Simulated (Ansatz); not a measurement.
**AlBH+ (triplet): from Hartree-Fock to the top rungs, def2-TZVPP**

One table from this session's results is given with a row withheld; the runs are named, their logs left out.

Method: def2-TZVPP, core rule «outside noble gas», up to 6 orbitals frozen; program: Ansatz 0.2.0, Gaussian basis.

The runs, in order: UHF; ROHF; CCSD(T) on UHF.

## The geometry

The geometry is a PBE0/def2-TZVP stationary point (not a proven minimum) of the parent state, kept for this charge and spin.

3 atoms, charge 1, spin multiplicity 3.

Atoms are counted from 1 here; the program's logs count them from 0.

Bond lengths: B1–Al2 1.941 Å, B1–H3 1.185 Å. Angles: Al2–B1–H3 180.0°.

The first run:

Input file in.yaml:

```yaml
crystal:
  periodic: [false, false, false]
  atoms:
    - {symbol: B, position_ang: [0.000000, 0.000000, 0.251900]}
    - {symbol: Al, position_ang: [0.000000, 0.000000, -1.688900]}
    - {symbol: H, position_ang: [0.000000, 0.000000, 1.437000]}
basis:
  gaussian: {orbitals: def2-TZVPP}
total_charge: 1
magnetization: {spin_polarized: true, initial_magnetization: 2}
hamiltonian: {xc: hf}
output: {orbitals: {seedname: orbitals}}
```

On the command line:

```bash
> ansatz run in.yaml --threads 1 --pin off --events-out ev --progress --plain --max-ram 3968MiB --backend cpu
```

Steps of the session up to this table: UHF; ROHF; CCSD(T) on UHF.

One of the session's tables, all rows but one given; the rest of the session is left out.

```
  method  from UCCSD(T) (kcal/mol)
    ROHF                    +78.12
     UHF                    +75.72
    UMP2                    +17.22
   UCCSD                         ?
UCCSD(T)                         0
```

Q: Estimate the row for UCCSD from the others.

As computed: from UCCSD(T) (kcal/mol): +2.41. In the column «from UCCSD(T) (kcal/mol)» it lies between UCCSD(T) (0) and UMP2 (+17.22).
